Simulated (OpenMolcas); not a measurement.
# C2H4B− (SMILES [BH3-]C#C) at ACPF/ANO-L-VDZP

What is the energy difference between two shapes of C2H4B− at ACPF/ANO-L-VDZP? 

The results are computed with OpenMolcas 26.06.

6 further runs of the same task are left out: 6 set aside as unsound or not needed.

## (1) Starting point

C2H4B−: 7 atoms, total charge -1, spin state singlet. As SMILES, `[BH3-]C#C`. The coordinates come from a GFN2-xTB relaxation.

Bond lengths: B1–C2 1.574 Å, C2–C3 1.205 Å, B1–H4 1.231 Å, B1–H5 1.231 Å, B1–H6 1.231 Å, C3–H7 1.061 Å. Angles: B1–C2–C3 179.6°, C2–B1–H4 109.5°, C2–B1–H5 109.5°, C2–B1–H6 109.4°, C2–C3–H7 179.9°, H4–B1–H5 109.4°, H4–B1–H6 109.5°, H5–B1–H6 109.5°.

## (2) A single-point energy at ACPF/ANO-L-VDZP

run.input reads:

```
* C2H4B ACPF

&gateway
 basisset
 B.ANO-L-VDZP....
 B1 -0.762590 0.586710 -0.252460 angstrom
 End of Basis
 basisset
 C.ANO-L-VDZP....
 C2 0.441630 -0.346170 0.145280 angstrom
 C3 1.367110 -1.053930 0.452870 angstrom
 End of Basis
 basisset
 H.ANO-L-VDZP....
 H4 -1.743190 -0.103170 -0.531940 angstrom
 H5 -0.449000 1.267510 -1.228590 angstrom
 H6 -1.037060 1.326040 0.692310 angstrom
 H7 2.183100 -1.676990 0.722530 angstrom
 End of Basis

&seward

&scf
 charge = -1
 prorbitals = 1 2

&motra
 frozen = 3

&guga
 electrons = 16
 spin = 1
 inactive = 8
 active = 0
 ciall = 1

&cpf
 acpf
```

On the command line:

```console
export MOLCAS_MEM=1860
pymolcas run.input > run.log
```

What it wrote:

```text
--- Start Module: gateway ---
[...]
--- Stop Module: gateway /rc=_RC_ALL_IS_WELL_ ---
[...]
      Basis functions           62
[...]
       Convergence after  14 Iterations
[...]
::    Total SCF energy                               -102.7115032761
[...]
      Total spin, S                                     0.0000000000
[...]
      *** WARNING: Default frozen orbitals is overwritten by user input.
      *** Default values:   3
[...]
--- Start Module: guga ---
[...]
--- Stop Module: guga /rc=_RC_ALL_IS_WELL_ ---
--- Start Module: cpf ---
[...]
      Active orbitals                            0       0
[...]
      Spin quantum number                      0.0
[...]
     FINAL ACPF ENERGY        -103.11324205
     FINAL CORRELATION ENERGY   -0.40173878  REFERENCE ENERGY    -102.71150328
[...]
      Title:  ACPF natural orbitals
[...]
      Total electronic charge=   22.000000
      Total            charge=   -1.000000
[...]
      Dipole Moment (debye):
      Origin of the operator (angstrom)=    0.3139   -0.2439    0.1037
                   X=  3.4168E+00               Y= -2.6290E+00               Z=  1.1299E+00           Total=  4.4568E+00
      Quadrupole Moment (debye*angstrom):
[...]
--- Stop Module: cpf /rc=_RC_ALL_IS_WELL_ ---
[...]
```

Run time: 8.7 s. Hardware: 1 thread of Arm Neoverse V1, shared host; peak memory 0.4 GiB.

## (3) The distorted shape, same level

run.input reads:

```
* C2H4B ACPF
&GATEWAY
BasisSet
B.ANO-L-VDZP....
B1 -0.725693 0.541369 -0.217653 angstrom
End of Basis
BasisSet
C.ANO-L-VDZP....
C2 0.565902 -0.117664 0.228102 angstrom
C3 1.255348 -1.048812 0.366594 angstrom
End of Basis
BasisSet
H.ANO-L-VDZP....
H4 -1.652184 -0.170282 -0.416025 angstrom
H5 -0.249136 1.288120 -1.384827 angstrom
H6 -1.029192 1.185715 0.796155 angstrom
H7 2.257130 -1.836759 0.831587 angstrom
End of Basis
&SEWARD
&SCF
Charge=-1
PrOrbitals=1 2
&MOTRA
Frozen=3
&GUGA
Electrons=16
Spin=1
Inactive=8
Active=0
CIAll=1
&CPF
ACPF
```

On the command line:

```console
export MOLCAS_MEM=1860
pymolcas run.input > run.log
```

What it wrote:

```text
--- Start Module: gateway ---
[...]
--- Stop Module: gateway /rc=_RC_ALL_IS_WELL_ ---
[...]
      Basis functions           62
[...]
       Convergence after  16 Iterations
[...]
::    Total SCF energy                               -102.6246667388
[...]
      Total spin, S                                     0.0000000000
[...]
      *** WARNING: Default frozen orbitals is overwritten by user input.
      *** Default values:   3
[...]
--- Start Module: guga ---
[...]
--- Stop Module: guga /rc=_RC_ALL_IS_WELL_ ---
--- Start Module: cpf ---
[...]
      Active orbitals                            0       0
[...]
      Spin quantum number                      0.0
[...]
     FINAL ACPF ENERGY        -103.03475074
     FINAL CORRELATION ENERGY   -0.41008400  REFERENCE ENERGY    -102.62466674
[...]
      Title:  ACPF natural orbitals
[...]
      Total electronic charge=   22.000000
      Total            charge=   -1.000000
[...]
      Dipole Moment (debye):
      Origin of the operator (angstrom)=    0.3378   -0.1938    0.1169
                   X=  3.1618E+00               Y= -2.9975E+00               Z=  1.6919E+00           Total=  4.6738E+00
      Quadrupole Moment (debye*angstrom):
[...]
--- Stop Module: cpf /rc=_RC_ALL_IS_WELL_ ---
[...]
```

Wall time 9.3 s (1 thread of Arm Neoverse V1, shared host); peak memory 0.4 GiB.

## (4) Outcome

At ACPF/ANO-L-VDZP, 3 core orbitals frozen:

| quantity | value |
| --- | --- |
| first shape: total energy | -103.11324 Eh |
| first shape: HOMO energy (Hartree–Fock orbitals) | -4.56 eV |
| first shape: LUMO energy (Hartree–Fock orbitals) | 5.69 eV |
| first shape: HOMO–LUMO gap (to an unbound level, set by the basis) | 10.25 eV |
| first shape: correlation energy (3 core orbitals frozen) | -401.7 mEh |
| distorted shape: total energy | -103.03475 Eh |
| distorted shape: HOMO energy (Hartree–Fock orbitals) | -4.32 eV |
| distorted shape: LUMO energy (Hartree–Fock orbitals) | 5.61 eV |
| distorted shape: HOMO–LUMO gap (to an unbound level, set by the basis) | 9.93 eV |
| distorted shape: correlation energy (3 core orbitals frozen) | -410.1 mEh |
| energy change with the atoms displaced | 2.136 eV |

In words: With the atoms displaced the energy rises by 2.14 eV (49 kcal/mol). The first shape isn't relaxed at this level, so the change isn't measured from a minimum.
